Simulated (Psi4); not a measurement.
# One shape, several levels: doublet PH+

Wanted: a comparison of 5 runs (U-revPBE/cc-pVTZ, UB2PLYP/cc-pVTZ, UB3LYP/cc-pVTZ, USVWN5/cc-pVTZ, UCC3/cc-pVTZ) of doublet PH+. 

Program for the calculation: Psi4 1.11.

2 further runs of the same task are left out: 1 that didn't finish, 1 set aside as unsound or not needed.

**1. The molecule**

PH+ has 2 atoms, charge +1, and is taken as a doublet. SMILES of the parent species: `[PH]`. The coordinates come from a PBE0-D4/def2-TZVP relaxation. That shape belongs to the parent species and isn't relaxed for this state.

Bond lengths: P1–H2 1.428 Å.

**2. The energy at U-revPBE/cc-pVTZ (run 1)**

File hp.py:

```python
import psi4

psi4.set_memory(2200000000)
psi4.set_num_threads(1)
psi4.set_output_file('run.log', False)

molecule = psi4.geometry("""
1 2
P      0.000000     0.000000    -0.014610
H      0.000000     0.000000     1.413680
units angstrom
symmetry c1
""")

options = {'basis': 'cc-pVTZ', 'reference': 'uks', 'puream': True, 'e_convergence': 1e-09, 'd_convergence': 1e-08, 'scf_type': 'pk', 'dft_radial_points': 99, 'dft_spherical_points': 590, 'maxiter': 100}
psi4.set_options(options)

e, wfn = psi4.energy("revpbe", molecule=molecule, return_wfn=True)
psi4.oeprop(wfn, "LOWDIN_CHARGES", "DIPOLE", "WIBERG_LOWDIN_INDICES", title="REVPBE")
print('E =', round(e, 9))
```

The run is started by

```
python hp.py
```

run.log:

```text
[...]
  Running in c1 symmetry.
[...]
  Nuclear repulsion =    5.557455530774563
[...]
  Multiplicity = 2
[...]
  Nalpha       = 8
  Nbeta        = 7
[...]
    Number of basis functions: 48
[...]
   @UKS iter   1:  -341.43937272482890    7.95845e-02   3.60566e-03 ADIIS/DIIS
[...]
   @UKS iter   9:  -341.45107273010939   -2.84217e-11   9.82128e-09 DIIS
[...]
   @S^2 Observed:                7.550564872E-01
[...]
    Orbital Energies [Eh]
    ---------------------
    Alpha Occupied:
       1A    -76.774150     2A     -6.730183     3A     -4.952698
       4A     -4.942245     5A     -4.933609     6A     -0.888680
       7A     -0.620759     8A     -0.537702
    Alpha Virtual:
       9A     -0.522882    10A     -0.267736    11A     -0.102132
      12A     -0.082136    13A     -0.075150    14A     -0.072780
      15A     -0.062625    16A     -0.007598    17A     -0.007535
      18A     -0.005425    19A      0.122213    20A      0.231844
      21A      0.485485    22A      0.487471    23A      0.741203
      24A      0.846478    25A      0.849024    26A      0.853957
[...]
  @UKS Final Energy:  -341.45107273010939
   => Energetics <=
    Nuclear Repulsion Energy =              5.5574555307745630
    One-Electron Energy =                -477.3372145060814660
    Two-Electron Energy =                 153.5037290680545823
    DFT Exchange-Correlation Energy =     -23.1750428228570584
    Empirical Dispersion Energy =           0.0000000000000000
    VV10 Nonlocal Energy =                  0.0000000000000000
    Total Energy =                       -341.4510727301093880
[...]
 Multipole Moments:
 ------------------------------------------------------------------------------------
     Multipole            Electronic (a.u.)      Nuclear  (a.u.)        Total (a.u.)
 ------------------------------------------------------------------------------------
 L = 1.  Multiply by 2.5417464519 to convert [e a0] to [Debye]
 Dipole X            :          0.0000000            0.0000000            0.0000000
 Dipole Y            :         -0.0000000            0.0000000           -0.0000000
 Dipole Z            :         -0.9875070            1.3381952            0.3506883
 Magnitude           :                                                    0.3506883
[...]
```

Standard output:

```text
E = -341.45107273
```

Run time: 14 s. Hardware: 1 thread of Intel Xeon at 2.50GHz (Skylake/Cascade Lake), shared host; peak memory 0.56 GiB.

**3. A single-point energy at UB2PLYP/cc-pVTZ (density fitting for correlation) (run 2)**

File hp.json:

```json
{
 "schema_name": "qcschema_input",
 "schema_version": 1,
 "molecule": {
  "schema_name": "qcschema_molecule",
  "schema_version": 2,
  "symbols": ["P", "H"],
  "geometry": [0.0, 0.0, -0.0276089, 0.0, 0.0, 2.67146803],
  "molecular_charge": 1,
  "molecular_multiplicity": 2,
  "fix_symmetry": "c1"
 },
 "driver": "energy",
 "model": {
  "method": "b2plyp",
  "basis": "cc-pVTZ"
 },
 "keywords": {
  "reference": "uks",
  "puream": true,
  "e_convergence": 1e-09,
  "d_convergence": 1e-08,
  "scf_type": "pk",
  "dft_radial_points": 99,
  "dft_spherical_points": 590,
  "num_frozen_docc": 5,
  "maxiter": 100
 }
}
```

The run is started by

```
psi4 --qcschema hp.json -n 1 --memory 2200MB
```

stdout:

```text
[...]
  Running in c1 symmetry.
[...]
  Nuclear repulsion =    5.557455526100918
[...]
  Multiplicity = 2
[...]
  Nalpha       = 8
  Nbeta        = 7
[...]
    Number of basis functions: 48
[...]
   @UKS iter   1:  -341.34702819478093   -8.36441e-02   3.12111e-03 ADIIS/DIIS
[...]
   @UKS iter  11:  -341.36441730215603   -5.68434e-13   1.58715e-09 DIIS
[...]
   @S^2 Observed:                7.578649261E-01
[...]
    Orbital Energies [Eh]
    ---------------------
    Alpha Occupied:
       1A    -78.709163     2A     -7.353989     3A     -5.409744
       4A     -5.406251     5A     -5.396517     6A     -1.025995
       7A     -0.711268     8A     -0.627090
    Alpha Virtual:
       9A     -0.420895    10A     -0.181564    11A     -0.032457
      12A      0.020562    13A      0.033689    14A      0.035165
      15A      0.038908    16A      0.063061    17A      0.063978
      18A      0.073053    19A      0.197814    20A      0.349783
      21A      0.604617    22A      0.607478    23A      0.864324
      24A      1.000655    25A      1.002959    26A      1.005564
[...]
  @UKS Final Energy:  -341.36441730215603
   => Energetics <=
    Nuclear Repulsion Energy =              5.5574555261009175
    One-Electron Energy =                -477.3871680758567209
    Two-Electron Energy =                 141.5510591837492029
    DFT Exchange-Correlation Energy =     -11.0857639361494194
    Empirical Dispersion Energy =           0.0000000000000000
    VV10 Nonlocal Energy =                  0.0000000000000000
    Total Energy =                       -341.3644173021560277
[...]
 Multipole Moments:
 ------------------------------------------------------------------------------------
     Multipole            Electronic (a.u.)      Nuclear  (a.u.)        Total (a.u.)
 ------------------------------------------------------------------------------------
 L = 1.  Multiply by 2.5417464519 to convert [e a0] to [Debye]
 Dipole X            :         -0.0000000            0.0000000           -0.0000000
 Dipole Y            :          0.0000000            0.0000000            0.0000000
 Dipole Z            :         -0.9794559            1.3381952            0.3587393
 Magnitude           :                                                    0.3587393
[...]
```

The result, in JSON:

```text
{
 "driver": "energy",
 "model": {
  "method": "b2plyp",
  "basis": "cc-pVTZ"
 },
 "success": true,
 "return_result": -341.394987417224,
 "properties": {
  "calcinfo_nbasis": 48,
  "calcinfo_nmo": 48,
  "calcinfo_nalpha": 8,
  "calcinfo_nbeta": 7,
  "calcinfo_natom": 2,
  "nuclear_repulsion_energy": 5.5574555261009175,
  "return_energy": -341.394987417224,
  "scf_one_electron_energy": -477.3871680758567,
  "scf_two_electron_energy": 141.5510591837492,
  "scf_xc_energy": -11.08576393614942,
  "scf_dipole_moment": [-5.653691576259842e-15, 1.6724502773472025e-16, 0.358739335631479],
  "scf_total_energy": -341.364417302156,
  "scf_iterations": 11
 }
}
```

Wall time 14 s (1 thread of Intel Xeon at 2.50GHz (Skylake/Cascade Lake), shared host); peak memory 0.56 GiB.

Run 3 isn't shown in full; the table further down has it.

**4. Energy and gradient at USVWN5/cc-pVTZ (run 4)**

File job.py:

```python
import psi4

psi4.set_memory('2200 MB')
psi4.set_num_threads(1)
psi4.core.set_output_file('run.log', False)

mol = psi4.geometry("""
1 2
P      0.00000000     0.00000000    -0.02760890
H      0.00000000     0.00000000     2.67146803
units bohr
symmetry c1
""")

psi4.set_options({
    'basis': 'cc-pVTZ',
    'reference': 'uks',
    'puream': True,
    'e_convergence': 1e-09,
    'd_convergence': 1e-06,
    'scf_type': 'pk',
    'dft_radial_points': 99,
    'dft_spherical_points': 590,
    'maxiter': 150,
    'level_shift': 0.3,
    'level_shift_cutoff': 1e-09,
})

energy_value, wavefunction = psi4.gradient('scf', dft_functional={"name": "SVWN5", "x_functionals": {"LDA_X": {}}, "c_functionals": {"LDA_C_VWN": {}}}, molecule=mol, return_wfn=True)
psi4.oeprop(wavefunction, 'DIPOLE', 'QUADRUPOLE', 'MULLIKEN_CHARGES', title='SCF')
print('gradient / Eh bohr^-1')
print(energy_value.np.round(6))
print(f'energy = {wavefunction.energy():.10f} Eh')
for k, v in sorted(psi4.core.scalar_variables().items()):
    print(f'{k:45s} {v:18.10f}')
```

The run is started by

```
python job.py
```

run.log:

```text
[...]
  Running in c1 symmetry.
[...]
  Nuclear repulsion =    5.557455526100918
[...]
  Multiplicity = 2
[...]
  Nalpha       = 8
  Nbeta        = 7
[...]
    Number of basis functions: 48
[...]
   @UKS iter   1:  -340.21742807951028    9.94993e-02   3.49989e-03 ADIIS/DIIS/SHIFT
[...]
   @UKS iter  10:  -340.22693876132428   -3.61979e-10   1.13350e-07 DIIS/SHIFT
[...]
   @S^2 Observed:                7.519971172E-01
[...]
  @UKS Final Energy:  -340.22693876132428
   => Energetics <=
    Nuclear Repulsion Energy =              5.5574555261009175
    One-Electron Energy =                -477.2592754610027441
    Two-Electron Energy =                 153.3982481839268814
    DFT Exchange-Correlation Energy =     -21.9233670103493523
    Empirical Dispersion Energy =           0.0000000000000000
    VV10 Nonlocal Energy =                  0.0000000000000000
    Total Energy =                       -340.2269387613242770
[...]
  -Total Gradient:
     Atom            X                  Y                   Z
    ------   -----------------  -----------------  -----------------
       1       -0.000000000000    -0.000000000000     0.010598577899
       2        0.000000000000    -0.000000000000    -0.010598539384
[...]
 Multipole Moments:
 ------------------------------------------------------------------------------------
     Multipole            Electronic (a.u.)      Nuclear  (a.u.)        Total (a.u.)
 ------------------------------------------------------------------------------------
 L = 1.  Multiply by 2.5417464519 to convert [e a0] to [Debye]
 Dipole X            :         -0.0000000            0.0000000           -0.0000000
 Dipole Y            :         -0.0000000            0.0000000           -0.0000000
 Dipole Z            :         -0.9637930            1.3381952            0.3744022
 Magnitude           :                                                    0.3744022
 L = 2.  Multiply by 1.3450342976 to convert [e a0^2] to [Debye ang]
 Quadrupole XX       :         -8.2731639            0.0000000           -8.2731639
 Quadrupole XY       :         -0.0935380            0.0000000           -0.0935380
[...]
  Mulliken Charges: (a.u.)
   Center  Symbol    Alpha    Beta     Spin     Total
       1     P     7.59820  6.57814  1.02006  0.82366
       2     H     0.40180  0.42186 -0.02006  0.17634
   Total alpha =  8.00000, Total beta =  7.00000, Total charge =  1.00000
```

Standard output:

```text
gradient / Eh bohr^-1
[[-0.       -0.        0.010599]
 [ 0.       -0.       -0.010599]]
energy = -340.2269387613 Eh
CURRENT ENERGY                                   -340.2269387613
CURRENT REFERENCE ENERGY                         -340.2269387613
DD SOLVATION ENERGY                                 0.0000000000
DFT FUNCTIONAL TOTAL ENERGY                      -340.2269387613
DFT TOTAL ENERGY                                 -340.2269387613
DFT VV10 ENERGY                                     0.0000000000
DFT XC ENERGY                                     -21.9233670103
GRID ELECTRONS ALPHA                                8.0000000001
GRID ELECTRONS BETA                                 7.0000000001
GRID ELECTRONS TOTAL                               15.0000000002
NUCLEAR REPULSION ENERGY                            5.5574555261
ONE-ELECTRON ENERGY                              -477.2592754610
PCM POLARIZATION ENERGY                             0.0000000000
PE ENERGY                                           0.0000000000
SCF ITERATION ENERGY                             -340.2269387613
SCF ITERATIONS                                     10.0000000000
SCF TOTAL ENERGY                                 -340.2269387613
TWO-ELECTRON ENERGY                               153.3982481839
XC GRID RADIAL POINTS                              99.0000000000
XC GRID SPHERICAL POINTS                          590.0000000000
XC GRID TOTAL POINTS                           110470.0000000000
```

It took 18 s on 1 thread of Intel Xeon at 2.50GHz (Skylake/Cascade Lake), shared host; peak memory 0.44 GiB.

**5. A single-point energy at UCC3/cc-pVTZ (run 5)**

File hp.xyz:

```xyz
2
HP
P      0.000000     0.000000    -0.014610
H      0.000000     0.000000     1.413680
```

File run.py:

```python
import psi4

psi4.set_memory('2200 MB')
psi4.set_num_threads(1)
psi4.set_output_file('psi4.out', False)

with open('hp.xyz') as f:
    atoms = ''.join(f.readlines()[2:])
m = psi4.geometry('1 2\n' + atoms + 'symmetry c1\nno_reorient\nno_com')

psi4.set_options({
    'basis': 'cc-pVTZ',
    'reference': 'uhf',
    'puream': True,
    'e_convergence': 1e-09,
    'd_convergence': 1e-08,
    'scf_type': 'pk',
    'num_frozen_docc': 5,
    'maxiter': 100,
})

E, wfn = psi4.energy('cc3', molecule=m, return_wfn=True)
print(f'cc3 energy: {E:.10f} Eh')
```

The run is started by

```
python run.py
```

psi4.out:

```text
[...]
  Running in c1 symmetry.
[...]
  Nuclear repulsion =    5.557455530774563
[...]
  Multiplicity = 2
[...]
  Nalpha       = 8
  Nbeta        = 7
[...]
    Number of basis functions: 48
[...]
   @UHF iter   1:  -340.90277917549957   -2.25744e-01   3.99045e-03 ADIIS/DIIS
[...]
   @UHF iter  12:  -340.94271766919530   -9.09495e-13   3.52998e-09 DIIS
[...]
   @S^2 Observed:                7.666266681E-01
[...]
    Orbital Energies [Eh]
    ---------------------
    Alpha Occupied:
       1A    -80.364581     2A     -7.898869     3A     -5.802046
       4A     -5.786663     5A     -5.784066     6A     -1.141023
       7A     -0.783547     8A     -0.708257
    Alpha Virtual:
       9A     -0.327072    10A     -0.100529    11A      0.038230
      12A      0.111249    13A      0.129590    14A      0.130862
      15A      0.131608    16A      0.135777    17A      0.143039
      18A      0.153410    19A      0.275036    20A      0.460741
      21A      0.717200    22A      0.721014    23A      0.987133
      24A      1.154235    25A      1.154320    26A      1.161227
[...]
  @UHF Final Energy:  -340.94271766919530
   => Energetics <=
    Nuclear Repulsion Energy =              5.5574555307745630
    One-Electron Energy =                -477.3385623744591726
    Two-Electron Energy =                 130.8383891744892935
    Total Energy =                       -340.9427176691953036
  UHF NO Occupations:
  HONO-2 :    6  A 1.9996898
  HONO-1 :    7  A 1.9919696
[...]
 Multipole Moments:
 ------------------------------------------------------------------------------------
     Multipole            Electronic (a.u.)      Nuclear  (a.u.)        Total (a.u.)
 ------------------------------------------------------------------------------------
 L = 1.  Multiply by 2.5417464519 to convert [e a0] to [Debye]
 Dipole X            :          0.0000000            0.0000000            0.0000000
 Dipole Y            :          0.0000000            0.0000000            0.0000000
 Dipole Z            :         -1.8201384            2.2573345            0.4371962
 Magnitude           :                                                    0.4371962
[...]
      * MP2 total energy                      = -341.032126188639495
[...]
```

The script printed:

```text
cc3 energy: -341.0611913805 Eh
```

It took 33 s on 1 thread of Intel Xeon at 2.50GHz (Skylake/Cascade Lake), shared host; peak memory 0.39 GiB.

**6. All runs side by side**

| run | level | frozen core orbitals | fitting correlation | energy (Eh) | HOMO energy (eV) | LUMO energy (eV) | ⟨S²⟩ | wall time |
| --- | --- | --- | --- | --- | --- | --- | --- | --- |
| 1 | U-revPBE/cc-pVTZ | 0 | – | -341.451073 | -14.63 | -14.23 | 0.755 | 14 s |
| 2 | UB2PLYP/cc-pVTZ (density fitting for correlation) | 5 | density fitting | -341.394987 | -17.06 | -11.45 | 0.758 | 14 s |
| 3 | UB3LYP/cc-pVTZ | 0 | – | -341.536278 | -15.59 | -13.32 | 0.754 | 13 s |
| 4 | USVWN5/cc-pVTZ | 0 | – | -340.226939 | -14.51 | – | 0.752 | 18 s |
| 5 | UCC3/cc-pVTZ | 5 | none | -341.061191 | -19.27 | -8.90 | 0.767 | 33 s |

**7. What came out**

| quantity | value |
| --- | --- |
| run 5: ground-state or mean-field energy | -341.06119 Eh |
| run 5: HOMO energy (Hartree–Fock orbitals) (highest over α and β) | -19.27 eV |
| run 5: LUMO energy (Hartree–Fock orbitals) (lowest over α and β) | -8.90 eV |
| run 5: correlation energy (5 core orbitals frozen) | -118.5 mEh |
| run 5: ⟨S²⟩ of the reference determinant | 0.767 |
| run 5: T1 diagnostic | 0.022 |

What this shows: Totals of different functionals can't be ranked against each other. All runs together took 91 s, the longest 33 s.
